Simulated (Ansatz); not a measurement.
Saddle point of SiH4O, closed shell (SiH₄O ([OH][SiH3]) → SiH₂ + H₂O (still joined by a long Si–O bond); bonds formed: O2–H3; bonds broken: Si1–H3; bonds weakened to dative contacts: Si1–O2), PBE0-D4/def2-TZVP structure:

Si1  (-0.817, 0.079, -0.042)
O2  (1.007, -0.283, -0.423)
H3  (0.108, -1.145, -0.591)
H4  (-0.780, 0.445, 1.411)
H5  (-1.041, 1.393, -0.722)
H6  (1.523, -0.490, 0.367)
(Å)

Energies are electronic, without zero-point energy. Barriers and step energies count from the start structure reached by relaxing down the imaginary mode; all methods use the PBE0-D4 structures, on which another method's saddle can fall below an end. Computed with Ansatz 0.2.0 (basis: def2-TZVPP, with def2-QZVPP for the basis limit); correlated methods freeze the cores. B3LYP uses VWN-RPA correlation. Extrapolation: Hartree–Fock as exp(−7.88 √X), correlation as X^−2.97.

| method | barrier (kJ/mol) | step energy (kJ/mol) |
| --- | --- | --- |
| SPW92 | ? | 227.0 |
| PBE-D4 | 295.9 | 228.4 |
| BLYP-D4 | 309.1 | 233.8 |
| r2SCAN-D4 | 325.3 | 253.0 |
| B97M-V | 330.4 | 238.2 |
| PBE0-D4 | 327.6 | 239.8 |
| B3LYP-D4 | ? | 243.5 |
| r2SCAN0-D4 | 346.0 | 255.8 |
| BHLYP-D4 | ? | 256.6 |
| CAM-B3LYP-D4 | 346.8 | 250.5 |
| wB97X-V | 349.3 | 251.9 |
| wB97M-V | 339.1 | 236.9 |
| B2PLYP | 343.1 | 251.2 |
| PBE-QIDH | 352.0 | 254.7 |
| RPA on PBE | 334.9 | 238.3 |
| HF | 423.2 | 269.5 |
| MP2 | 351.1 | 259.4 |
| CCSD | 359.3 | 247.4 |
| CCSD(T) | 345.6 | 245.0 |

**Question.** Fill in the withheld barriers. (To be estimated.)

**Answer.** By the calculation: SPW92 284.0; BHLYP-D4 370.5; B3LYP-D4 334.1 kJ/mol. Each is the energy of the saddle less that of the start structure, by the same method.

For comparison, the barrier by CCSD(T) at an estimated basis limit (MP2 extrapolated from triple and quadruple zeta, plus CCSD(T) − MP2 in triple zeta) is 346.7 kJ/mol.

The T1 diagnostic stays at or below 0.016. The restricted Hartree–Fock reference is unstable towards an unrestricted one at one or more of these structures.

Losses and insertions of silylenes and their heavier kin drive the gas-phase chemistry of silicon and germanium vapour deposition.

Labels in which every atom is bracketed show which atoms are joined, not bond orders.

For scale, one of the runs: CCSD(T)/def2-TZVPP, 129 basis functions, launched by `ansatz run in.yaml --threads 2 --pin off --events-out ev --progress --plain --max-ram 4352MiB`. Hardware: 2 CPU threads of an Arm Neoverse V1, shared host. Wall time about 6 s.
